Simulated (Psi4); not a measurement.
**AlH2ClF− (SMILES [F][AlH2-][Cl]): B3LYP/6-311+G(d,p) (sweep point 5)**

Aim: a structure relaxation of AlH2ClF−. 

The calculation is run with Psi4 1.11.

4 further runs of the same task are left out: 1 that didn't finish, 3 set aside as unsound or not needed.

## (1) The system as given

AlH2ClF− has 5 atoms, charge -1, and is taken as a singlet. SMILES: `[F][AlH2-][Cl]`. Geometry: a GFN2-xTB relaxation, a rough one for these elements and not checked as a minimum. The run starts from this shape.

Bond lengths: F1–Al2 1.693 Å, Al2–Cl3 2.112 Å, Al2–H4 1.585 Å, Al2–H5 1.585 Å. Angles: F1–Al2–Cl3 110.6°, F1–Al2–H4 109.3°, F1–Al2–H5 109.3°, Cl3–Al2–H4 107.1°, Cl3–Al2–H5 107.2°, H4–Al2–H5 113.5°.

## (2) A structure relaxation at B3LYP/6-311+G(d,p) (sweep point 5)

Contents of calc.dat:

```
memory 1600 mb

molecule m {
  -1 1
  F     -1.193270     0.114160     1.228710
  Al    -0.086940     0.062310    -0.052380
  Cl     1.653880    -0.992940     0.511330
  H     -0.732650    -0.721820    -1.269020
  H      0.358980     1.538300    -0.418630
  symmetry c1
}

set basis 6-311+G**
set reference rks
set puream true
set scf_type pk
set dft_radial_points 75
set dft_spherical_points 302
set g_convergence gau_tight
set geom_maxiter 50

result, w = opt("b3lyp", return_wfn=True)
```

The run is started by

```sh
$ psi4 -n 1 calc.dat calc.out
```

Q: Predict the results. Wanted: total energy at the end; HOMO energy; LUMO energy; HOMO–LUMO gap.

Answer, from the run:

At B3LYP/6-311+G** (sweep point 5):

| quantity | value |
| --- | --- |
| total energy at the end | -803.97936 Eh |
| HOMO energy | -2.70 eV |
| LUMO energy | 3.75 eV |
| HOMO–LUMO gap (to an unbound level, set by the basis) | 6.45 eV |

In words: At the final geometry: Bond lengths: F1–Al2 1.737 Å, Al2–Cl3 2.248 Å, Al2–H4 1.613 Å, Al2–H5 1.613 Å. Angles: F1–Al2–Cl3 106.8°, F1–Al2–H4 109.7°, F1–Al2–H5 109.7°, Cl3–Al2–H4 107.6°, Cl3–Al2–H5 107.6°, H4–Al2–H5 115.1°. The optimisation took 10 steps and changed the energy by -0.149 eV.
